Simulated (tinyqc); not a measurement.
Worked calculation (part 2 of 3): UHF in the sto-3g basis, for H2O, spin multiplicity 1. Computed by tinyqc, a small Python program that keeps every step (integrals from PySCF). Command: `OMP_NUM_THREADS=1 python tinyqc.py 24935 24936 out.jsonl` (the two numbers bound the seeds that draw the settings). One thread of a shared host (Intel(R) Xeon(R) Processor @ 2.60GHz), about 0.2 s of CPU time with the checks.

Geometry (angstrom):

| atom | x | y | z |
|---|---|---|---|
| O | 0.000000 | 0.000000 | 0.000000 |
| H | 0.000000 | 0.839000 | 0.766000 |
| H | 0.000000 | -0.839000 | 0.766000 |

## Iteration 2: building the Fock matrix

D(alpha) after iteration 1:
```
            1O 1s      1O 2s     1O 2px     1O 2py     1O 2pz      2H 1s      3H 1s
1O 1s    1.047340  -0.199132   0.000000   0.000000   0.062639  -0.029930  -0.029930
1O 2s   -0.199132   0.867945   0.000000   0.000000  -0.291125   0.051275   0.051275
1O 2px   0.000000   0.000000   0.972843  -0.133710   0.000000   0.119811  -0.119811
1O 2py   0.000000   0.000000  -0.133710   0.471216   0.000000   0.244158  -0.244158
1O 2pz   0.062639  -0.291125   0.000000   0.000000   0.634892   0.206504   0.206504
2H 1s   -0.029930   0.051275   0.119811   0.244158   0.206504   0.321208  -0.077962
3H 1s   -0.029930   0.051275  -0.119811  -0.244158   0.206504  -0.077962   0.321208
```

D(beta) after iteration 1:
```
            1O 1s      1O 2s     1O 2px     1O 2py     1O 2pz      2H 1s      3H 1s
1O 1s    1.047340  -0.199132   0.000000   0.000000   0.062639  -0.029930  -0.029930
1O 2s   -0.199132   0.867945   0.000000   0.000000  -0.291125   0.051275   0.051275
1O 2px   0.000000   0.000000   0.972843   0.133710   0.000000  -0.119811   0.119811
1O 2py   0.000000   0.000000   0.133710   0.471216   0.000000   0.244158  -0.244158
1O 2pz   0.062639  -0.291125   0.000000   0.000000   0.634892   0.206504   0.206504
2H 1s   -0.029930   0.051275  -0.119811   0.244158   0.206504   0.321208  -0.077962
3H 1s   -0.029930   0.051275   0.119811  -0.244158   0.206504  -0.077962   0.321208
```

core Hamiltonian H = T + V (hartree):
```
             1O 1s      1O 2s     1O 2px     1O 2py     1O 2pz      2H 1s      3H 1s
1O 1s   -32.546840  -7.571600   0.000000   0.000000  -0.014860  -1.137407  -1.137407
1O 2s    -7.571600  -9.171615   0.000000   0.000000  -0.182722  -2.728031  -2.728031
1O 2px    0.000000   0.000000  -7.322568   0.000000   0.000000   0.000000   0.000000
1O 2py    0.000000   0.000000   0.000000  -7.412979   0.000000  -1.490672   1.490672
1O 2pz   -0.014860  -0.182722   0.000000   0.000000  -7.397931  -1.412824  -1.412824
2H 1s    -1.137407  -2.728031   0.000000  -1.490672  -1.412824  -4.440722  -1.119687
3H 1s    -1.137407  -2.728031   0.000000   1.490672  -1.412824  -1.119687  -4.440722
```

nuclear repulsion = 7.76803940 hartree

Given earlier and not repeated: Two-electron integrals (ij|kl) in chemists' order.

J_ij = sum D_kl (ij|kl) with D = D(alpha) + D(beta), K_ij = sum D_kl (ik|jl) for each spin; F = H + J - K(s); E = tr D H + tr D J / 2 - 0.5 sum_s tr D(s) K(s) + E_nn.

Coulomb J (hartree):
```
            1O 1s     1O 2s    1O 2px     1O 2py     1O 2pz     2H 1s      3H 1s
1O 1s   17.224720  3.243166  0.000000   0.000000  -0.011542  0.485048   0.485048
1O 2s    3.243166  8.088640  0.000000   0.000000   0.019306  2.405689   2.405689
1O 2px   0.000000  0.000000  8.088803   0.000000   0.000000  0.000000   0.000000
1O 2py   0.000000  0.000000  0.000000   8.068915   0.000000  1.442709  -1.442709
1O 2pz  -0.011542  0.019306  0.000000   0.000000   8.084556  1.332483   1.332483
2H 1s    0.485048  2.405689  0.000000   1.442709   1.332483  4.587919   1.013854
3H 1s    0.485048  2.405689  0.000000  -1.442709   1.332483  1.013854   4.587919
```

exchange K(alpha) (hartree):
```
           1O 1s      1O 2s     1O 2px     1O 2py     1O 2pz     2H 1s      3H 1s
1O 1s   4.879544   0.829394   0.000000   0.000000   0.003338  0.129770   0.129770
1O 2s   0.829394   1.266802   0.000000   0.000000  -0.091599  0.437952   0.437952
1O 2px  0.000000   0.000000   1.100663  -0.076497   0.000000  0.020179  -0.020179
1O 2py  0.000000   0.000000  -0.076497   0.869163   0.000000  0.277054  -0.277054
1O 2pz  0.003338  -0.091599   0.000000   0.000000   0.958384  0.245827   0.245827
2H 1s   0.129770   0.437952   0.020179   0.277054   0.245827  0.542271   0.158540
3H 1s   0.129770   0.437952  -0.020179  -0.277054   0.245827  0.158540   0.542271
```

exchange K(beta) (hartree):
```
           1O 1s      1O 2s     1O 2px     1O 2py     1O 2pz      2H 1s      3H 1s
1O 1s   4.879544   0.829394   0.000000   0.000000   0.003338   0.129770   0.129770
1O 2s   0.829394   1.266802   0.000000   0.000000  -0.091599   0.437952   0.437952
1O 2px  0.000000   0.000000   1.100663   0.076497   0.000000  -0.020179   0.020179
1O 2py  0.000000   0.000000   0.076497   0.869163   0.000000   0.277054  -0.277054
1O 2pz  0.003338  -0.091599   0.000000   0.000000   0.958384   0.245827   0.245827
2H 1s   0.129770   0.437952  -0.020179   0.277054   0.245827   0.542271   0.158540
3H 1s   0.129770   0.437952   0.020179  -0.277054   0.245827   0.158540   0.542271
```

F(alpha) (hartree):
```
             1O 1s      1O 2s     1O 2px     1O 2py     1O 2pz      2H 1s      3H 1s
1O 1s   -20.201663  -5.157827   0.000000   0.000000  -0.029740  -0.782128  -0.782128
1O 2s    -5.157827  -2.349776   0.000000   0.000000  -0.071817  -0.760293  -0.760293
1O 2px    0.000000   0.000000  -0.334428   0.076497   0.000000  -0.020179   0.020179
1O 2py    0.000000   0.000000   0.076497  -0.213228   0.000000  -0.325017   0.325017
1O 2pz   -0.029740  -0.071817   0.000000   0.000000  -0.271759  -0.326168  -0.326168
2H 1s    -0.782128  -0.760293  -0.020179  -0.325017  -0.326168  -0.395073  -0.264372
3H 1s    -0.782128  -0.760293   0.020179   0.325017  -0.326168  -0.264372  -0.395073
```

F(beta) (hartree):
```
             1O 1s      1O 2s     1O 2px     1O 2py     1O 2pz      2H 1s      3H 1s
1O 1s   -20.201663  -5.157827   0.000000   0.000000  -0.029740  -0.782128  -0.782128
1O 2s    -5.157827  -2.349776   0.000000   0.000000  -0.071817  -0.760293  -0.760293
1O 2px    0.000000   0.000000  -0.334428  -0.076497   0.000000   0.020179  -0.020179
1O 2py    0.000000   0.000000  -0.076497  -0.213228   0.000000  -0.325017   0.325017
1O 2pz   -0.029740  -0.071817   0.000000   0.000000  -0.271759  -0.326168  -0.326168
2H 1s    -0.782128  -0.760293   0.020179  -0.325017  -0.326168  -0.395073  -0.264372
3H 1s    -0.782128  -0.760293  -0.020179   0.325017  -0.326168  -0.264372  -0.395073
```

total energy of this density = -74.79354131 hartree

This density is a damped mixture and is not idempotent.

## Iteration 2: DIIS over 2 matrices

error matrix X^T (FDS - SDF) X (alpha):
```
           1          2          3          4          5          6          7
1   0.000000  -0.035018   0.000000   0.000000  -0.033925   0.047554   0.047554
2   0.035018   0.000000   0.000000   0.000000   0.068552  -0.055758  -0.055758
3   0.000000   0.000000   0.000000   0.038104   0.000000  -0.022382   0.022382
4   0.000000   0.000000  -0.038104   0.000000   0.000000   0.037328  -0.037328
5   0.033925  -0.068552   0.000000   0.000000   0.000000   0.017908   0.017908
6  -0.047554   0.055758   0.022382  -0.037328  -0.017908   0.000000   0.000000
7  -0.047554   0.055758  -0.022382   0.037328  -0.017908   0.000000   0.000000
```

B (overlaps of the stored error matrices):
```
               1              2
1  8.5993014e-01  2.1120014e-01
2  2.1120014e-01  9.4796531e-02
```

Minimise |sum c_i e_i|^2 with sum c_i = 1: solve [B -1; -1 0][c; lambda] = [0; -1] with B_ij = tr e_i^T e_j summed over both spins, and take F = sum c_i F_i.

DIIS coefficients: -0.218670  1.218670

extrapolated F(alpha) (hartree):
```
             1O 1s      1O 2s     1O 2px     1O 2py     1O 2pz      2H 1s      3H 1s
1O 1s   -20.326570  -5.181019   0.000000   0.000000  -0.030075  -0.786066  -0.786066
1O 2s    -5.181019  -2.414519   0.000000   0.000000  -0.058689  -0.770353  -0.770353
1O 2px    0.000000   0.000000  -0.402196   0.081860   0.000000  -0.016624   0.016624
1O 2py    0.000000   0.000000   0.081860  -0.241860   0.000000  -0.334936   0.334936
1O 2pz   -0.030075  -0.058689   0.000000   0.000000  -0.309979  -0.335469  -0.335469
2H 1s    -0.786066  -0.770353  -0.016624  -0.334936  -0.335469  -0.410084  -0.263896
3H 1s    -0.786066  -0.770353   0.016624   0.334936  -0.335469  -0.263896  -0.410084
```

extrapolated F(beta) (hartree):
```
             1O 1s      1O 2s     1O 2px     1O 2py     1O 2pz      2H 1s      3H 1s
1O 1s   -20.326570  -5.181019   0.000000   0.000000  -0.030075  -0.786066  -0.786066
1O 2s    -5.181019  -2.414519   0.000000   0.000000  -0.058689  -0.770353  -0.770353
1O 2px    0.000000   0.000000  -0.402196  -0.081860   0.000000   0.016624  -0.016624
1O 2py    0.000000   0.000000  -0.081860  -0.241860   0.000000  -0.334936   0.334936
1O 2pz   -0.030075  -0.058689   0.000000   0.000000  -0.309979  -0.335469  -0.335469
2H 1s    -0.786066  -0.770353   0.016624  -0.334936  -0.335469  -0.410084  -0.263896
3H 1s    -0.786066  -0.770353  -0.016624   0.334936  -0.335469  -0.263896  -0.410084
```

## Iteration 2: diagonalisation and new density

X:
```
            1O 1s      1O 2s    1O 2px     1O 2py     1O 2pz      2H 1s      3H 1s
1O 1s    1.023469  -0.135248  0.000000   0.000000  -0.007365   0.017919   0.017919
1O 2s   -0.135248   1.139595  0.000000   0.000000   0.069304  -0.204104  -0.204104
1O 2px   0.000000   0.000000  1.000000   0.000000   0.000000   0.000000   0.000000
1O 2py   0.000000   0.000000  0.000000   1.058659   0.000000  -0.156715   0.156715
1O 2pz  -0.007365   0.069304  0.000000   0.000000   1.040818  -0.120674  -0.120674
2H 1s    0.017919  -0.204104  0.000000  -0.156715  -0.120674   1.116677  -0.070385
3H 1s    0.017919  -0.204104  0.000000   0.156715  -0.120674  -0.070385   1.116677
```

overlap S:
```
           1O 1s     1O 2s    1O 2px     1O 2py    1O 2pz     2H 1s      3H 1s
1O 1s   1.000000  0.236704  0.000000   0.000000  0.000000  0.035251   0.035251
1O 2s   0.236704  1.000000  0.000000   0.000000  0.000000  0.365465   0.365465
1O 2px  0.000000  0.000000  1.000000   0.000000  0.000000  0.000000   0.000000
1O 2py  0.000000  0.000000  0.000000   1.000000  0.000000  0.241346  -0.241346
1O 2pz  0.000000  0.000000  0.000000   0.000000  1.000000  0.220347   0.220347
2H 1s   0.035251  0.365465  0.000000   0.241346  0.220347  1.000000   0.197745
3H 1s   0.035251  0.365465  0.000000  -0.241346  0.220347  0.197745   1.000000
```

Diagonalise F' = X^T F X, C = X C', fill 5 alpha and 5 beta electrons from the bottom; D(s) = C_occ C_occ^T; the new density keeps 0.2 of the old one (damping). Each column has its largest component positive (the first on a tie).

F' = X^T F X (alpha) (hartree):
```
            1          2          3          4          5          6          7
1  -19.951801  -2.691456   0.000000   0.000000  -0.061055  -0.078410  -0.078410
2   -2.691456  -1.327854   0.000000   0.000000   0.113690  -0.389633  -0.389633
3    0.000000   0.000000  -0.402196   0.091873   0.000000  -0.032562   0.032562
4    0.000000   0.000000   0.091873  -0.055973   0.000000  -0.370042   0.370042
5   -0.061055   0.113690   0.000000   0.000000  -0.179332  -0.300432  -0.300432
6   -0.078410  -0.389633  -0.032562  -0.370042  -0.300432  -0.045463  -0.076821
7   -0.078410  -0.389633   0.032562   0.370042  -0.300432  -0.076821  -0.045463
```

orbital energies (alpha) (hartree): MO1 -20.334807, MO2 -1.212303, MO3 -0.547184, MO4 -0.477566, MO5 -0.402453, MO6 0.443405, MO7 0.522824

coefficients C (alpha):
```
              MO1        MO2        MO3        MO4        MO5        MO6        MO7
1O 1s    0.994499  -0.238484   0.000000   0.091342   0.000000  -0.110591   0.000000
1O 2s    0.023633   0.885147   0.000000  -0.460200   0.000000   0.639735   0.000000
1O 2px   0.000000   0.000000  -0.258195   0.000000   0.960536   0.000000   0.103464
1O 2py   0.000000   0.000000   0.628115   0.000000   0.074331   0.000000   0.877396
1O 2pz   0.003354   0.072478   0.000000   0.742687   0.000000   0.748623   0.000000
2H 1s   -0.004327   0.150875   0.420560   0.322982   0.190422  -0.690511  -0.718323
3H 1s   -0.004327   0.150875  -0.420560   0.322982  -0.190422  -0.690511   0.718323
```

F' = X^T F X (beta) (hartree):
```
            1          2          3          4          5          6          7
1  -19.951801  -2.691456   0.000000   0.000000  -0.061055  -0.078410  -0.078410
2   -2.691456  -1.327854   0.000000   0.000000   0.113690  -0.389633  -0.389633
3    0.000000   0.000000  -0.402196  -0.091873   0.000000   0.032562  -0.032562
4    0.000000   0.000000  -0.091873  -0.055973   0.000000  -0.370042   0.370042
5   -0.061055   0.113690   0.000000   0.000000  -0.179332  -0.300432  -0.300432
6   -0.078410  -0.389633   0.032562  -0.370042  -0.300432  -0.045463  -0.076821
7   -0.078410  -0.389633  -0.032562   0.370042  -0.300432  -0.076821  -0.045463
```

orbital energies (beta) (hartree): MO1 -20.334807, MO2 -1.212303, MO3 -0.547184, MO4 -0.477566, MO5 -0.402453, MO6 0.443405, MO7 0.522824

coefficients C (beta):
```
              MO1        MO2        MO3        MO4        MO5        MO6        MO7
1O 1s    0.994499  -0.238484   0.000000   0.091342   0.000000  -0.110591   0.000000
1O 2s    0.023633   0.885147   0.000000  -0.460200   0.000000   0.639735   0.000000
1O 2px   0.000000   0.000000   0.258195   0.000000   0.960536   0.000000  -0.103464
1O 2py   0.000000   0.000000   0.628115   0.000000  -0.074331   0.000000   0.877396
1O 2pz   0.003354   0.072478   0.000000   0.742687   0.000000   0.748623   0.000000
2H 1s   -0.004327   0.150875   0.420560   0.322982  -0.190422  -0.690511  -0.718323
3H 1s   -0.004327   0.150875  -0.420560   0.322982   0.190422  -0.690511   0.718323
```

D(alpha) after iteration 2:
```
            1O 1s      1O 2s     1O 2px     1O 2py     1O 2pz      2H 1s      3H 1s
1O 1s    1.052865  -0.223527   0.000000   0.000000   0.055639  -0.014612  -0.014612
1O 2s   -0.223527   0.970251   0.000000   0.000000  -0.280266  -0.001898  -0.001898
1O 2px   0.000000   0.000000   0.986005  -0.099365   0.000000   0.083419  -0.083419
1O 2py   0.000000   0.000000  -0.099365   0.414286   0.000000   0.271483  -0.271483
1O 2pz   0.055639  -0.280266   0.000000   0.000000   0.572458   0.241937   0.241937
2H 1s   -0.014612  -0.001898   0.083419   0.271483   0.241937   0.336426  -0.084418
3H 1s   -0.014612  -0.001898  -0.083419  -0.271483   0.241937  -0.084418   0.336426
```

D(beta) after iteration 2:
```
            1O 1s      1O 2s     1O 2px     1O 2py     1O 2pz      2H 1s      3H 1s
1O 1s    1.052865  -0.223527   0.000000   0.000000   0.055639  -0.014612  -0.014612
1O 2s   -0.223527   0.970251   0.000000   0.000000  -0.280266  -0.001898  -0.001898
1O 2px   0.000000   0.000000   0.986005   0.099365   0.000000  -0.083419   0.083419
1O 2py   0.000000   0.000000   0.099365   0.414286   0.000000   0.271483  -0.271483
1O 2pz   0.055639  -0.280266   0.000000   0.000000   0.572458   0.241937   0.241937
2H 1s   -0.014612  -0.001898  -0.083419   0.271483   0.241937   0.336426  -0.084418
3H 1s   -0.014612  -0.001898   0.083419  -0.271483   0.241937  -0.084418   0.336426
```
